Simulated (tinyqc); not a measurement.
Pariser-Parr-Pople SCF with singles CI, for the molecule C=C(N)F (SMILES; centres numbered as the heavy atoms are written), step by step. One step of it, computed by the program tinyqc.

Question. Iteration 3: orbitals and new P. Diagonalise F (the basis is taken as orthonormal) and form P = 2 sum c c over the lowest orbitals.

F (eV):
```
           1C         2C         3N          4F
1C  -5.304140  -4.762917   0.790429    0.350573
2C  -4.762917  -5.728951  -3.495016   -2.667177
3N   0.790429  -3.495016  -9.563340    0.174252
4F   0.350573  -2.667177   0.174252  -17.823661
```

pi electrons, sum of z_r less the charge = 6

Give: orbital energies; P after iteration 3.

Answer.

orbital energies (eV): -18.4627  -11.9746  -8.4386  0.4558

P after iteration 3:
```
         1C      2C       3N       4F
1C   1.2019  0.8917  -0.3766  -0.1490
2C   0.8917  1.0037   0.4208   0.1665
3N  -0.3766  0.4208   1.8223  -0.0703
4F  -0.1490  0.1665  -0.0703   1.9722
```
